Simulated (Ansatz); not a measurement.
# H₂S (singlet): wave-function methods side by side at angle H2–S1–H3 = 92.3°, cc-pVDZ

One table from this session's results is given with a row withheld; the runs are named, their logs left out.

The runs use Ansatz 0.2.0, Gaussian basis; cc-pVDZ, core rule «outside noble gas», up to 5 orbitals frozen.

Plan: UHF; CCSD(T) on RHF; BCCD(T) on RHF; CISD; CCSDT(Q) on RHF; CCSDTQ on RHF; CASSCF and MRCISD+Q, 2 electrons in 2 orbitals; CASSCF and NEVPT2, 2 electrons in 2 orbitals; CASSCF and MRCISD+Q, 8 electrons in 6 orbitals; CASSCF and NEVPT2, 8 electrons in 6 orbitals; Full CI.

14 further runs of the same task are left out: 11 that didn't finish, 3 set aside as unsound or not needed. Runs told in other sessions of the task aren't counted.

### The geometry

The geometry derives from a PBE0/def2-TZVP stationary point (not a proven minimum). One angle is set to the value named; bond lengths are kept.

3 atoms, charge 0, spin multiplicity 1.

Atoms are counted from 1 here; the program's logs count them from 0.

Bond lengths: S1–H2 1.341 Å, S1–H3 1.341 Å. Angles: H2–S1–H3 92.3°.

Coordinates:

```
S     0.00000   -0.05496    0.00000
H     0.00000    0.87419   -0.96720
H     0.00000    0.87419    0.96721
```

Set-up of the first run:

in.yaml

```yaml
crystal:
  periodic: [false, false, false]
  atoms:
    - {symbol: S, position_ang: [0.000000, -0.054959, 0.000000]}
    - {symbol: H, position_ang: [0.000000, 0.874191, -0.967203]}
    - {symbol: H, position_ang: [0.000000, 0.874188, 0.967206]}
basis:
  gaussian: {orbitals: cc-pVDZ}
magnetization: {spin_polarized: true, initial_magnetization: 0}
hamiltonian: {xc: hf}
output: {orbitals: {seedname: orbitals}}
```

The run is started by

```sh
$ ansatz run in.yaml --threads 1 --pin off --events-out ev --progress --plain --max-ram 2393MiB
```

Among the steps run: UHF; CCSD(T) on RHF; BCCD(T) on RHF; CISD; CCSDT(Q) on RHF; CCSDTQ on RHF; CASSCF and MRCISD+Q, 2 electrons in 2 orbitals; CASSCF and NEVPT2, 2 electrons in 2 orbitals; CASSCF and MRCISD+Q, 8 electrons in 6 orbitals; CASSCF and NEVPT2, 8 electrons in 6 orbitals; Full CI.

One table of the session follows, with a row left open; its other results are not shown here.

| method | from FCI (meV) |
| --- | --- |
| RHF | ? |
| RMP2 | +721.9 |
| CISD | +315.6 |
| RCCSD | +109.3 |
| RCCSD(T) | +18.6 |
| BCCD(T) | +18.5 |
| RCCSDT | +7.3 |
| RCCSDT(Q) | +0.9 |
| RCCSDTQ | +0.3 |
| CASSCF pair | +4234.8 |
| NEVPT2 pair | +728.2 |
| MRCISD pair | +256.7 |
| MRCISD+Q pair | -11.9 |
| CASSCF valence | +3703.3 |
| NEVPT2 valence | +811.9 |
| MRCISD valence | +190.9 |
| MRCISD+Q valence | -7.6 |
| FCI | 0 |

**Question.** Estimate the row for RHF.

**Answer.** from FCI (meV): +4656.3. In the column «from FCI (meV)» it is the highest.

Limits of these values: MRCISD+Q pair, MRCISD+Q valence fall below full CI: the +Q correction isn't variational, and the cores differ from full CI's.
